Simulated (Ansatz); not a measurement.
Basis-set extrapolation for `C=C(O)C(=N)F` (PBE0-D4/def2-TZVP geometry, frozen core, Ansatz). Multiplicity 1, RHF reference.

|  | def2-TZVPP | def2-QZVPP |
| --- | --- | --- |
| HF | -344.790140 | -344.805179 |
| MP2 correlation | -1.156785 | -1.245070 |
| CCSD(T) correlation | -1.227102 | not run |

Energies in hartree. Use E(X) = E(∞) + A·exp(−7.88·√X) for Hartree–Fock and E(X) = E(∞) + B·X^(−2.97) for correlation, with X = 3 and 4, and add CCSD(T) minus MP2 of the smaller set to the MP2 limit.

Problem. What is the CCSD(T) energy at the basis-set limit?

Solution. HF limit: -344.805179 + (-0.015039) × 0.13774 = -344.80725. MP2 limit: -1.245070 + (-0.088285) × 0.74074 = -1.31047. Higher-order term: -1.227102 − (-1.156785) = -0.07032. Total: -346.18804 hartree, 107.2 kcal/mol below CCSD(T)/def2-TZVPP.
